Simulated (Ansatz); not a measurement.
Reaction (formal exchange of groups at a C–F bond): `CC(C)(F)F` + CH₄ → `CC(C)(C)F` + H–F

Isolated molecules relaxed with PBE0-D4/def2-TZVP in Ansatz; ΔE leaves out vibrations. CBS: MP2 limit from def2 TZ/QZ plus the TZ coupled-cluster correction, frozen cores. This one scheme is used for every species. DFT in def2-TZVPP. B3LYP here is the variant with VWN-RPA as its local correlation; programs differ in this. HSE06 is defined as in plane-wave codes.

```csv
level,ΔE (kcal/mol),difference from CCSD(T)/CBS
LDA (SPW92),2.7,3.7
PBE-D4,2.6,3.6
revPBE-D4,1.1,2.1
BLYP-D4,3.3,4.3
r2SCAN-D4,4.1,5.1
B97M-V,4.5,5.5
PBE0-D4,1.8,2.8
B3LYP-D4,3.0,4.0
r2SCANh-D4,3.6,4.6
r2SCAN0-D4,3.0,4.0
CAM-B3LYP-D4,3.8,4.8
ωB97X-V,3.1,4.1
ωB97M-V,2.6,3.6
B2PLYP,2.9,3.9
PBE,3.8,4.8
revPBE,4.5,5.5
BLYP,6.0,7.0
r2SCAN,4.5,5.5
PBE0,2.9,3.9
B3LYP,5.0,6.0
r2SCANh,4.0,5.0
r2SCAN0,3.4,4.4
HSE06,2.9,3.9
BHLYP,4.6,5.6
CAM-B3LYP,4.9,5.9
LC-ωPBE,3.0,4.0
RPA@PBE/def2-TZVPP,0.7,1.7
HF/def2-SVP,8.9,9.9
MP2/def2-SVP,3.1,4.1
CCSD/def2-SVP,4.6,5.6
HF/def2-TZVPP,6.1,7.1
MP2/def2-TZVPP,-1.7,-0.7
CCSD/def2-TZVPP,0.7,1.7
CCSD(T)/def2-TZVPP,0.3,1.3
HF/def2-QZVPP,6.0,7.0
MP2/def2-QZVPP,-2.5,-1.5
SCS-MP2/def2-QZVPP,-0.8,0.2
HF/CBS(def2),6.0,7.0
MP2/CBS(def2),-2.9,-1.9
CCSD/CBS(def2),-0.6,0.4
CCSD(T)/CBS,-1.0,0
```

Largest T1 diagnostic among the species: 0.011.

From r2SCAN to r2SCAN0 (25 % exact exchange), in def2-TZVPP and without D4, ΔE moves by −1.1 kcal/mol. In def2-TZVPP, CCSD(T) changes the Hartree–Fock value by −5.8 kcal/mol (the triples alone add −0.4 kcal/mol) and MP2 by −7.8 kcal/mol. At CCSD(T), def2-SVP lies +5.4 kcal/mol from the extrapolated value and def2-TZVPP +1.3 kcal/mol.
